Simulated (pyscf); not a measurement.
H₂B–F (SMILES BF) + NH₃ (SMILES N) → H₂N–BH–F (SMILES NBF) + H₂ (SMILES [H][H]), a four-centre exchange (singlet surface; B–H, H–N broken, B–N, H–H formed). PySCF, gas phase, ωB97X-D3(BJ)/def2-SVP geometries. Energies in kcal/mol from the separated reactants.

Small-basis levels: PySCF, no dispersion term, spherical d functions. AM1 to PM7: differences of heats of formation from MOPAC, which are fitted to 298 K values and so differ in kind from electronic energies by zero-point and thermal terms. GFN2-xTB: tblite. Cost: rough CPU time at the saddle relative to B3LYP/6-31G*, from one job on a shared machine.

```
level                   barrier  reaction energy        cost
----------------------  -------  ---------------  ----------
BP86/6-31G*                12.0            -30.5           1
B3LYP/3-21G                 5.6            -42.1         0.8
B3LYP/6-31G*               18.7            -29.6           1
PBE/def2-SVP                2.4            -32.7           1
GFN2-xTB                   28.8            -16.7  under 0.02
AM1                        22.4            -31.7  under 0.02
PM3                         3.4            -56.0  under 0.02
ωB97M-D3(BJ)/def2-TZVP     15.4            -28.8           –
```

Against the last row the barrier runs from -13.0 (PBE/def2-SVP) to +13.4 kcal/mol (GFN2-xTB). ωB97M-D3(BJ)/def2-TZVP has limits of its own. On the reactant side the descent ends in an adduct with a B–N contact, 23.4 kcal/mol under the separated species and 39.4 kcal/mol under the saddle at ωB97X-D3(BJ)/def2-TZVP. What is counted as formed (B–N) is already present as a longer contact in the reactant adduct; forming that adduct is a step of its own. At the saddle there is also a short B–H contact that neither side keeps. The same reactants have a lower exit, to H₂B–NH₂ + HF (barrier +9.2 kcal/mol at ωB97M-D3(BJ)/def2-TZVP, against +15.4 kcal/mol here). One saddle was located; it need not be the lowest between these sides.
